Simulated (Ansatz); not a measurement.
**AlH3OS (built from SMILES [OH][AlH][SH]): a reaction path by the nudged elastic band**

Aim: the minimum-energy path between two given structures and its highest point. Both ends were relaxed at PBE0-D4 in triple zeta.

Computed with Ansatz 0.2.0, Gaussian basis. Level: PBE0-D4/def2-SVP.

17 further runs of the same task are left out: 1 that didn't finish, 16 set aside as unsound or not needed.

**1. Where the work starts**

The first end: 6 atoms, charge 0, spin multiplicity 1.

Atoms are counted from 1 here; the program's logs count them from 0.

Bond lengths: Al1–S2 2.184 Å, Al1–H3 1.571 Å, Al1–O4 1.689 Å, S2–H5 1.344 Å, O4–H6 0.955 Å. Angles: S2–Al1–H3 121.9°, S2–Al1–O4 119.4°, H3–Al1–O4 118.7°, Al1–S2–H5 92.4°, Al1–O4–H6 125.3°.

As a file:

```xyz
6
charge 0, multiplicity 1
Al   -0.0943    0.2478    0.3434
S     1.2332   -0.5770   -1.1824
H     0.4138    1.2698    1.4225
O    -1.7163   -0.2213    0.3716
H     2.2881    0.1153   -0.7187
H    -2.1245   -0.8345   -0.2364
```

The second end:

```
Al   -0.94519   -0.02856    1.53856
S     1.30776    0.44039   -0.95755
H     1.68939    1.53633   -0.28390
O    -2.03923   -0.71941    0.43881
H     2.12127   -0.34924   -0.23947
H    -2.13400   -0.87941   -0.49645
```

**2. The band at PBE0-D4/def2-SVP**

File neb/in.yaml:

```yaml
crystal:
  periodic: [false, false, false]
  atoms:
    - {symbol: Al, position_ang: [-0.094319, 0.247751, 0.343411]}
    - {symbol: S, position_ang: [1.233199, -0.576999, -1.182416]}
    - {symbol: H, position_ang: [0.413776, 1.269817, 1.422537]}
    - {symbol: O, position_ang: [-1.716268, -0.221291, 0.371611]}
    - {symbol: H, position_ang: [2.288109, 0.115292, -0.718725]}
    - {symbol: H, position_ang: [-2.124496, -0.834470, -0.236419]}
basis:
  gaussian: {orbitals: def2-SVP}
hamiltonian: {xc: pbe0, dispersion: d4}
neb:
  images: 5
  climbing: true
  max_iterations: 40
  initial_path: idpp
  final_atoms:
    - {symbol: Al, position_ang: [-0.945186, -0.028557, 1.538565]}
    - {symbol: S, position_ang: [1.307762, 0.440389, -0.957547]}
    - {symbol: H, position_ang: [1.689394, 1.536329, -0.283904]}
    - {symbol: O, position_ang: [-2.039233, -0.719406, 0.438805]}
    - {symbol: H, position_ang: [2.121268, -0.349240, -0.239466]}
    - {symbol: H, position_ang: [-2.134003, -0.879415, -0.496452]}
```

Run with:

```
ansatz run in.yaml --threads 2 --pin off --events-out ev --progress --plain --max-ram 4352MiB
```

Log:

```text
Functional definition: PBE0
  name "PBE0"
  cite "Adamo & Barone, J. Chem. Phys. 110, 6158 (1999) doi:10.1063/1.478522"
  cite "Perdew, Burke & Ernzerhof, Phys. Rev. Lett. 77, 3865 (1996) doi:10.1103/PhysRevLett.77.3865"
  parent pbe
  parameter a = 0.25
  parameter kappa = 0.804
  parameter beta = 0.06672455060314922
  exchange = (1 - a)*pbe_x(kappa = kappa, mu = beta*pi^2/3) + a*exact_x
  correlation = pbe_c(beta = beta)
645 factors; integrals over basis functions are off by at most 3.1e-4 eV
mean field evaluation 1: about -19509.6422 eV, gradient 5.1e1 eV
mean field evaluation 2: about -19495.7756 eV, gradient 9.7e1 eV
mean field evaluation 4: about -19514.3999 eV, gradient 3.2e0 eV
mean field evaluation 8: about -19514.4296 eV, gradient 1.7e-2 eV
mean field -19514.42962593 eV, -717.1420613975 hartree, gradient 3.9e-5 eV, S^2 0.000000; 0 other end points of the search recorded, 0 dependent functions left out
the calculation of the forces begins
reference -19514.42965157 eV, -717.1420623398 hartree; 20, 20 occupied and 45, 45 virtual orbitals, 645 factors
[... from here to the last solve, the lines of the solves are left out (132 solves) ...]
WARN: NEB end point (image 0): max|allowed force component| = 2.526e-1 eV/Å (the criterion of neb.relax_end_points is 1.000e-2). That is over neb.f_tol: it is no minimum, so the barrier can be far off. Relax it first
WARN: NEB end point (image 6): max|allowed force component| = 2.365e-1 eV/Å (the criterion of neb.relax_end_points is 1.000e-2). That is over neb.f_tol: it is no minimum, so the barrier can be far off. Relax it first
NEB iter   1: max|band force component| = 3.158e0 eV/Å  barrier→ = 4.0678 eV  barrier← = 2.3544 eV  Δτ_max = 0.2000 Å  (175 SCF iters)
NEB iter   2: max|band force component| = 2.210e0 eV/Å  barrier→ = 3.2483 eV  barrier← = 1.5349 eV  Δτ_max = 0.2000 Å  (144 SCF iters)
NEB iter   3: max|band force component| = 2.346e0 eV/Å  barrier→ = 2.7376 eV  barrier← = 1.0241 eV  Δτ_max = 0.1042 Å  (133 SCF iters)
NEB iter   4: max|band force component| = 5.603e-1 eV/Å  barrier→ = 2.7214 eV  barrier← = 1.0080 eV  Δτ_max = 0.0597 Å  (130 SCF iters)
NEB iter   5: max|band force component| = 9.110e-1 eV/Å  barrier→ = 2.7008 eV  barrier← = 0.9873 eV  CI = image 3  Δτ_max = 0.1233 Å  (118 SCF iters)
NEB iter   6: max|band force component| = 4.268e-1 eV/Å  barrier→ = 2.8164 eV  barrier← = 1.1029 eV  CI = image 3  Δτ_max = 0.1432 Å  (129 SCF iters)
NEB iter   7: max|band force component| = 3.841e-1 eV/Å  barrier→ = 2.8110 eV  barrier← = 1.0975 eV  CI = image 3  Δτ_max = 0.1971 Å  (124 SCF iters)
NEB iter   8: max|band force component| = 1.063e0 eV/Å  barrier→ = 2.8089 eV  barrier← = 1.0954 eV  CI = image 3  Δτ_max = 0.0983 Å  (121 SCF iters)
NEB iter   9: max|band force component| = 2.591e-1 eV/Å  barrier→ = 2.8077 eV  barrier← = 1.0943 eV  CI = image 3  Δτ_max = 0.1917 Å  (119 SCF iters)
NEB iter  10: max|band force component| = 6.975e-1 eV/Å  barrier→ = 2.8073 eV  barrier← = 1.0938 eV  CI = image 3  Δτ_max = 0.0977 Å  (119 SCF iters)
NEB iter  11: max|band force component| = 2.327e-1 eV/Å  barrier→ = 2.8072 eV  barrier← = 1.0937 eV  CI = image 3  Δτ_max = 0.1972 Å  (121 SCF iters)
NEB iter  12: max|band force component| = 1.065e0 eV/Å  barrier→ = 2.8071 eV  barrier← = 1.0937 eV  CI = image 3  Δτ_max = 0.1010 Å  (117 SCF iters)
NEB iter  13: max|band force component| = 2.349e-1 eV/Å  barrier→ = 2.8071 eV  barrier← = 1.0936 eV  CI = image 3  Δτ_max = 0.1079 Å  (103 SCF iters)
NEB iter  14: max|band force component| = 1.933e-1 eV/Å  barrier→ = 2.8071 eV  barrier← = 1.0936 eV  CI = image 3  Δτ_max = 0.1783 Å  (103 SCF iters)
NEB iter  15: max|band force component| = 5.284e-1 eV/Å  barrier→ = 2.8071 eV  barrier← = 1.0936 eV  CI = image 3  Δτ_max = 0.1023 Å  (103 SCF iters)
NEB iter  16: max|band force component| = 1.007e-1 eV/Å  barrier→ = 2.8071 eV  barrier← = 1.0936 eV  CI = image 3  Δτ_max = 0.1321 Å  (101 SCF iters)
NEB iter  17: max|band force component| = 1.384e-1 eV/Å  barrier→ = 2.8071 eV  barrier← = 1.0936 eV  CI = image 3  Δτ_max = 0.0506 Å  (104 SCF iters)
NEB iter  18: max|band force component| = 1.916e-1 eV/Å  barrier→ = 2.8071 eV  barrier← = 1.0936 eV  CI = image 3  Δτ_max = 0.0255 Å  (96 SCF iters)
NEB iter  19: max|band force component| = 8.319e-2 eV/Å  barrier→ = 2.8071 eV  barrier← = 1.0936 eV  CI = image 3  Δτ_max = 0.0511 Å  (95 SCF iters)
647 factors; integrals over basis functions are off by at most 8.1e-4 eV
mean field -19512.20769905 eV, -717.0604070906 hartree, gradient 2.1e-6 eV, S^2 0.000000; 0 other end points of the search recorded, 0 dependent functions left out
the calculation of the forces begins
reference -19512.20772533 eV, -717.0604080563 hartree; 20, 20 occupied and 45, 45 virtual orbitals, 647 factors
NEB iter  20: max|band force component| = 3.189e-2 eV/Å  barrier→ = 2.8071 eV  barrier← = 1.0936 eV  CI = image 3  Δτ_max = 0.0000 Å  (775 SCF iters)
Total energy: -19511.70656349 eV, -717.0419906984 hartree
Atom 0 at    -0.415224    -0.063131     0.895708 Å, force     0.000222     0.000195     0.000120 eV/Å
Atom 1 at     1.069138     0.835636    -0.937218 Å, force     0.000005     0.000071    -0.000023 eV/Å
Atom 2 at     0.590860     1.291814     0.733209 Å, force    -0.000015    -0.000153    -0.000152 eV/Å
Atom 3 at    -1.641925    -1.045220     0.241657 Å, force    -0.000471    -0.000196     0.000496 eV/Å
Atom 4 at     2.120762     0.319544    -0.263795 Å, force    -0.000001     0.000007     0.000029 eV/Å
Atom 5 at    -1.723609    -1.338543    -0.669562 Å, force     0.000260     0.000076    -0.000471 eV/Å
Dipole moment:     0.094061    -0.182396    -0.072120 e Å
```

Run time: 100 s. Hardware: 2 threads of Intel Xeon Platinum 8375C at 2.90GHz, shared host.

The last band:

```csv
image,path (Å),energy (kcal/mol),S2–H3 (Å),Al1–S2 (Å),Al1–H3 (Å)
0,0.00,0.0,3.30,2.18,1.57
1,0.66,3.8,3.08,2.18,1.57
2,1.31,30.6,2.46,2.24,1.56
3,1.97,64.7,1.80,2.52,1.70
4,2.52,45.9,1.39,2.93,2.20
5,3.07,40.1,1.35,3.31,2.91
6,3.62,39.5,1.34,3.40,3.57
```

The highest image, 3:

```
Al   -0.4152   -0.0631    0.8957
S     1.0691    0.8356   -0.9372
H     0.5909    1.2918    0.7332
O    -1.6419   -1.0452    0.2417
H     2.1208    0.3195   -0.2638
H    -1.7236   -1.3385   -0.6696
```

**3. Summary of results**

| quantity | value |
| --- | --- |
| PBE0-D4/def2-SVP, 20 iterations | highest 64.7 kcal/mol (image 3), last end +39.5 kcal/mol |
| from earlier runs: barrier over the separately found saddle, CCSD(T)/def2-TZVPP | 68.8 kcal/mol |

In words: The highest image lies 64.7 kcal/mol above the first end, and it climbed, so it estimates the saddle. The ends are not quite minima at this level (largest force component 0.25 eV/Å), so the heights are unreliable: relaxing the first end would lower it and raise the barrier above it. The highest image is 4.0 kcal/mol below the CCSD(T) barrier in triple zeta, which comes from separate runs on the saddle.
